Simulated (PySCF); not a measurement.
Optical rotation: SMILES C(=C=CC)F, C4H5F

Geometry:
```tsv
atom	x (Å)	y (Å)	z (Å)
C1	-1.439	-0.033	0.834
C2	-0.628	0.193	-0.401
C3	0.631	-0.108	-0.538
C4	1.872	-0.458	-0.691
F5	2.901	0.363	-0.401
H6	-1.843	0.914	1.202
H7	-0.842	-0.489	1.623
H8	-2.293	-0.681	0.617
H9	-1.142	0.650	-1.246
H10	2.203	-1.421	-1.060
```

Level of theory: TDDFT CAM-B3LYP/def2-TZVPD circular dichroism and optical rotation, one conformer, gas phase in PySCF. Geometry: PBE0-D3(BJ)/def2-TZVP.

No stereocentre is labelled: unless the shape is locked (an allene, a helicene, a hindered biaryl), the mirror image is equally populated and a measured rotation or CD is zero.

Give the optical rotatory dispersion at 633, 589.3, 546, 436, 405, 365, 355 nm.

[α] in deg dm⁻¹ (g/mL)⁻¹:
```csv
λ (nm),origin-invariant length gauge,modified velocity gauge,length gauge (centre of mass),isotropic polarisability (au)
633,-34.5,-32.8,-33.5,56.2
589.3,-39.1,-37.0,-37.9,56.4
546,-44.2,-41.7,-42.8,56.8
436,-57.5,-52.6,-55.0,58.4
405,-57.6,-51.5,-54.5,59.1
365,-44.7,-35.8,-40.5,60.4
355,-36.3,-26.4,-31.7,60.8
```

And for the mirror image at 589.3 nm?

+39.1 deg dm⁻¹ (g/mL)⁻¹ (origin-invariant length gauge): the same size and the opposite sign.

What is the molar rotation [Φ] = [α]·M/100 of the geometry above at 589.3 nm?

With M = 72.08 g/mol, -28.2 deg cm² dmol⁻¹ (origin-invariant length gauge).

The first excitation lies at 5.15 eV (241 nm) with R = +3.5 × 10⁻⁴⁰ esu² cm² (velocity form).
